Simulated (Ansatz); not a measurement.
Density of states of Ba2BiSb2 (Immm, a = 4.746 Å, b = 7.512 Å, c = 9.955 Å, α = 90.00°, β = 90.00°, γ = 90.00°), in states per eV and primitive cell, averaged over bins of 0.3 eV. All numbers below come from DFT PBEsol, scalar-relativistic, plane waves, PAW in Ansatz 0.2.0.

Settings: cutoff 420 eV, Γ-centred mesh 10×10×10 on the computed 5-atom cell, Gaussian smearing of 0.10 eV; no spin polarisation.

The cell is relaxed at this level. The states (both spins) are summed by tetrahedra on a 15×15×15 mesh at the self-consistent density. Energies are bin centres; the table starts no lower than −8 eV and ends at 6 eV, or lower where the solved bands end.

It is a metal at this level.

```tsv
E − E_F (eV)	total	Sb 5p	Bi 6p	Ba 6s	Sb 5s
-7.90	2.70	0.11	0.17	0.03	2.17
-7.60	1.02	0.03	0.05	0.01	0.76
-7.30	0.65	0.01	0.01	0.00	0.49
-7.00	0.00	0.00	0.00	0.00	0.00
-6.70	0.00	0.00	0.00	0.00	0.00
-6.40	0.00	0.00	0.00	0.00	0.00
-6.10	0.00	0.00	0.00	0.00	0.00
-5.80	0.00	0.00	0.00	0.00	0.00
-5.50	0.00	0.00	0.00	0.00	0.00
-5.20	0.00	0.00	0.00	0.00	0.00
-4.90	0.00	0.00	0.00	0.00	0.00
-4.60	0.00	0.00	0.00	0.00	0.00
-4.30	0.34	0.21	0.10	0.02	0.00
-4.00	0.83	0.51	0.24	0.03	0.02
-3.70	2.14	1.20	0.68	0.13	0.03
-3.40	3.30	1.87	1.09	0.15	0.04
-3.10	2.72	1.48	0.79	0.22	0.08
-2.80	2.16	1.17	0.58	0.19	0.08
-2.50	3.23	1.75	0.92	0.23	0.12
-2.20	3.13	1.80	0.78	0.22	0.09
-1.90	3.96	2.52	0.83	0.20	0.07
-1.60	6.43	3.81	1.70	0.22	0.07
-1.30	5.77	3.91	1.07	0.09	0.08
-1.00	2.77	1.75	0.62	0.03	0.03
-0.70	2.55	1.52	0.57	0.02	0.03
-0.40	2.16	1.03	0.61	0.02	0.08
-0.10	2.23	1.07	0.60	0.03	0.12
0.20	2.00	0.98	0.43	0.04	0.08
0.50	1.04	0.35	0.24	0.07	0.04
0.80	2.01	0.53	0.54	0.10	0.07
1.10	2.81	0.69	0.71	0.15	0.09
1.40	3.75	0.81	0.65	0.35	0.13
1.70	4.69	0.82	0.60	0.46	0.16
2.00	3.64	0.53	0.38	0.25	0.08
2.30	4.33	0.61	0.46	0.29	0.09
2.60	4.42	0.48	0.37	0.34	0.05
2.90	4.73	0.46	0.32	0.43	0.05
3.20	6.14	0.49	0.33	0.48	0.05
3.50	6.06	0.48	0.32	0.53	0.05
3.80	5.64	0.47	0.25	0.43	0.04
4.10	5.45	0.35	0.16	0.44	0.03
```

The columns after the total are the main Löwdin projections on the occupied valence shells of the potentials; 3 others are left out. The rest of the total lies in those, in shells that are empty in the free atom, which aren't projected, and between the atoms.

Spin-orbit coupling is left out, which matters for the bands of heavy elements.

Cost: 1 run of about 5.3 core-minutes, on Arm Neoverse V2 (shared hosts).